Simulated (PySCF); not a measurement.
Compound: trans-1-chloro-2-fluoroethylene, C₂H₂ClF.
SMILES with atom numbers: `[F:1]/[CH:2]=[CH:3]/[Cl:4]` (hydrogens: H5 on C2; H6 on C3)

Computed geometry: GFN2-xTB, gas phase.

(1) What internal coordinates does the optimisation give?

## Answers

(1) 
```json
{"bond": "F1–C2", "length (Å)": "1.338", "order": "single"}
{"bond": "C2=C3", "length (Å)": "1.322", "order": "double"}
{"bond": "C3–Cl4", "length (Å)": "1.709", "order": "single"}
{"bond": "C2–H5", "length (Å)": "1.079", "order": "single"}
{"bond": "C3–H6", "length (Å)": "1.079", "order": "single"}
```

Orders are formal, as drawn. A selection of angles:
```json
{"angle": "F1–C2–C3", "degrees": "120.5"}
{"angle": "F1–C2–H5", "degrees": "112.9"}
{"angle": "C3–C2–H5", "degrees": "126.6"}
{"angle": "C2–C3–Cl4", "degrees": "121.6"}
{"angle": "C2–C3–H6", "degrees": "122.8"}
{"angle": "Cl4–C3–H6", "degrees": "115.6"}
```

Dihedral angles: F1–C2–C3–Cl4 180° (antiperiplanar).

The 4 heavy atoms lie in one plane (0.000 Å rms).

Point group: Cs (tolerance 0.08 Å). Whether it is a minimum is left open (no frequencies).
